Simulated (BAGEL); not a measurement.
# BH3S2 (SMILES SBS): B3LYP/6-31G(d) (density fitting with qzvpp-jkfit, spherical functions)

Aim: the energy change on altering one bond length of BH3S2 at B3LYP/6-31G* (density fitting with qzvpp-jkfit, spherical functions), from 2 runs. 

Program for the calculation: BAGEL 1.2.2.

1 further run of the same task is left out (set aside as unsound or not needed). Runs told in other sessions of the task aren't counted.

## Step 1: The structure to begin with

BH3S2 has 6 atoms, charge 0, and is taken as a singlet. As SMILES, `SBS`. Geometry: relaxed at PBE0-D4/def2-TZVP. This is one conformer, not always the lowest.

Bond lengths: S1–B2 1.783 Å, B2–S3 1.787 Å, S1–H4 1.346 Å, B2–H5 1.190 Å, S3–H6 1.342 Å. Angles: S1–B2–S3 122.5°, S1–B2–H5 116.2°, S3–B2–H5 121.4°, B2–S1–H4 98.9°, B2–S3–H6 97.3°.

## Step 2: A single-point energy at B3LYP/6-31G(d) (density fitting with qzvpp-jkfit, spherical functions)

dft.json reads:

```json
{ "bagel" : [

{
  "title" : "molecule",
  "basis" : "6-31gs.json",
  "df_basis" : "qzvpp-jkfit",
  "angstrom" : "true",
  "geometry" : [
    { "atom" : "S", "xyz" : [   -0.819900,   -0.605200,   -1.516500 ] },
    { "atom" : "B", "xyz" : [    0.091400,   -0.453600,    0.008900 ] },
    { "atom" : "S", "xyz" : [    0.333100,    1.114800,    0.829800 ] },
    { "atom" : "H", "xyz" : [   -1.145600,    0.688100,   -1.694600 ] },
    { "atom" : "H", "xyz" : [    0.535500,   -1.462200,    0.457500 ] },
    { "atom" : "H", "xyz" : [    1.047600,    0.654100,    1.868800 ] }
  ]
},
{
  "title" : "ks",
  "xc_func" : "b3lyp"
},
{
  "title" : "print",
  "file" : "orbitals.molden",
  "orbitals" : "true"
}

]}
```

The basis set 6-31G* is read from a file made from the Basis Set Exchange's data (not shown).

Launch:

```bash
$ BAGEL_NUM_THREADS=1 BAGEL dft.json > dft.out
```

The program printed:

```text
* using 1 threads per process

  ===============================================================
  ===============================================================

  *** Geometry ***

  { "atom" : "S", "xyz" : [     -1.549386,     -1.143662,     -2.865770 ] },
  { "atom" : "B", "xyz" : [      0.172721,     -0.857180,      0.016819 ] },
  { "atom" : "S", "xyz" : [      0.629468,      2.106667,      1.568095 ] },
  { "atom" : "H", "xyz" : [     -2.164870,      1.300321,     -3.202330 ] },
  { "atom" : "H", "xyz" : [      1.011948,     -2.763158,      0.864550 ] },
  { "atom" : "H", "xyz" : [      1.979677,      1.236070,      3.531520 ] },

  Number of auxiliary basis functions:      385

  Since a DF basis is specified, we compute 2- and 3-index integrals:
    o Being stored without compression. Storage requirement is 0.010 GB

  Number of basis functions:       56
  Number of electrons      :       40

    * METHOD: MOLECULE                             0.09

  *** Kohn-Sham DFT ***

    * Removing 9870 points whose weight is below 1.00e-10
    * Grid points: 79566

  === Nuclear Repulsion ===
   119.7687152675

       - DIIS with orbital gradients will be used.

  === KS iteration (b3lyp / 6-31gs.json) ===
      0       -810.71793082          0.12512441           0.15
      1       -813.00976124          0.11791160           0.14
      2       -816.96395423          0.10060518           0.14
      3       -822.94090253          0.02158756           0.14
      4       -823.04014101          0.01168558           0.14
      5       -823.07387955          0.00451264           0.14
      6       -823.08023316          0.00067218           0.14
      7       -823.08034191          0.00025363           0.15
      8       -823.08036591          0.00006484           0.15
      9       -823.08036714          0.00001010           0.14
     10       -823.08036717          0.00000626           0.14
     11       -823.08036719          0.00000111           0.14
     12       -823.08036719          0.00000043           0.15
     13       -823.08036719          0.00000008           0.14
     14       -823.08036719          0.00000002           0.14
     15       -823.08036719          0.00000001           0.14
    * SCF iteration converged.

    * Permanent dipole moment:
           (   -0.156160,    -0.147171,    -0.294659) a.u.

    * METHOD: KS                                   2.55

    * METHOD: PRINT                                0.01

  ===============================================================
```

Wall time 2.9 s (1 thread of AMD EPYC 9R45 (Zen 5), shared host); peak memory 0.25 GiB.

## Step 3: The distorted shape

job.json reads:

```json
{ "bagel" : [

{
  "title" : "molecule",
  "basis" : "6-31gs.json",
  "df_basis" : "qzvpp-jkfit",
  "angstrom" : true,
  "geometry" : [
    { "atom" : "S", "xyz" : [   -1.677313,   -0.052351,   -2.763319 ] },
    { "atom" : "B", "xyz" : [   -0.766013,    0.099249,   -1.237919 ] },
    { "atom" : "S", "xyz" : [   -0.524313,    1.667649,   -0.417019 ] },
    { "atom" : "H", "xyz" : [   -2.003013,    1.240949,   -2.941419 ] },
    { "atom" : "H", "xyz" : [   -0.321913,   -0.909351,   -0.789319 ] },
    { "atom" : "H", "xyz" : [    1.047600,    0.654100,    1.868800 ] }
  ]
},
{ "title" : "ks", "xc_func" : "b3lyp" },
{ "title" : "print", "file" : "orbitals.molden", "orbitals" : true }

]}
```

The basis set 6-31G* is read from a file made from the Basis Set Exchange's data (not shown).

Launch:

```bash
$ BAGEL_NUM_THREADS=1 BAGEL job.json > job.out
```

The program printed:

```text
* using 1 threads per process

  ===============================================================
  ===============================================================

  *** Geometry ***

  { "atom" : "S", "xyz" : [     -3.169662,     -0.098929,     -5.221916 ] },
  { "atom" : "B", "xyz" : [     -1.447555,      0.187553,     -2.339328 ] },
  { "atom" : "S", "xyz" : [     -0.990808,      3.151400,     -0.788052 ] },
  { "atom" : "H", "xyz" : [     -3.785146,      2.345054,     -5.558476 ] },
  { "atom" : "H", "xyz" : [     -0.608327,     -1.718424,     -1.491597 ] },
  { "atom" : "H", "xyz" : [      1.979677,      1.236070,      3.531520 ] },

  Number of auxiliary basis functions:      385

  Since a DF basis is specified, we compute 2- and 3-index integrals:
    o Being stored without compression. Storage requirement is 0.010 GB

  Number of basis functions:       56
  Number of electrons      :       40

    * METHOD: MOLECULE                             0.09

  *** Kohn-Sham DFT ***

    * Removing 8973 points whose weight is below 1.00e-10
    * Grid points: 80463

  === Nuclear Repulsion ===
   115.3360844542

       - DIIS with orbital gradients will be used.

  === KS iteration (b3lyp / 6-31gs.json) ===
      0       -810.45806784          0.12296873           0.16
      1       -812.31428651          0.11438195           0.15
      2       -816.47538951          0.09505382           0.14
      3       -822.56210308          0.02469281           0.14
      4       -822.43618338          0.02545136           0.14
      5       -822.82827245          0.01050249           0.14
      6       -822.80809876          0.01451776           0.14
      7       -822.91562483          0.00155272           0.15
      8       -822.91021070          0.00349775           0.15
      9       -822.91336925          0.00255839           0.15
     10       -822.91456467          0.00198730           0.14
     11       -822.91630670          0.00063708           0.14
     12       -822.91648261          0.00009166           0.14
     13       -822.91648664          0.00003241           0.14
     14       -822.91648652          0.00003092           0.14
     15       -822.91648693          0.00000748           0.15
     16       -822.91648696          0.00000268           0.14
     17       -822.91648695          0.00000631           0.14
     18       -822.91648696          0.00000057           0.15
     19       -822.91648696          0.00000017           0.14
     20       -822.91648696          0.00000004           0.14
     21       -822.91648696          0.00000006           0.14
     22       -822.91648696          0.00000002           0.14
     23       -822.91648696          0.00000000           0.14
    * SCF iteration converged.

    * Permanent dipole moment:
           (    0.020231,    -0.064805,     0.015163) a.u.

    * METHOD: KS                                   3.67

    * METHOD: PRINT                                0.01

  ===============================================================
```

Wall time 4.2 s (1 thread of AMD EPYC 9R45 (Zen 5), shared host); peak memory 0.25 GiB.

## Step 4: Outcome

Level: B3LYP/6-31G* (density fitting with qzvpp-jkfit, spherical functions).

| quantity | value |
| --- | --- |
| first shape: total energy | -823.08037 Eh |
| first shape: dipole moment | 0.93 D |
| first shape: HOMO energy | -7.23 eV |
| first shape: LUMO energy | -0.84 eV |
| first shape: HOMO–LUMO gap | 6.39 eV |
| distorted shape: total energy | -822.91649 Eh |
| distorted shape: dipole moment | 0.18 D |
| distorted shape: HOMO energy | -7.31 eV |
| distorted shape: LUMO energy | -5.42 eV |
| distorted shape: HOMO–LUMO gap | 1.88 eV |
| energy change with the S3–H6 bond stretched from 1.342 to 2.953 Å | 4.459 eV |

One bond (distorted shape) is far stretched, which a spin-restricted single reference describes badly; a broken-symmetry solution may lie lower. With the S3–H6 bond stretched from 1.342 to 2.953 Å the energy rises by 4.46 eV (103 kcal/mol). The first shape isn't relaxed at this level, so the change isn't measured from a minimum. A restricted reference can't describe the breaking bond well at this length.
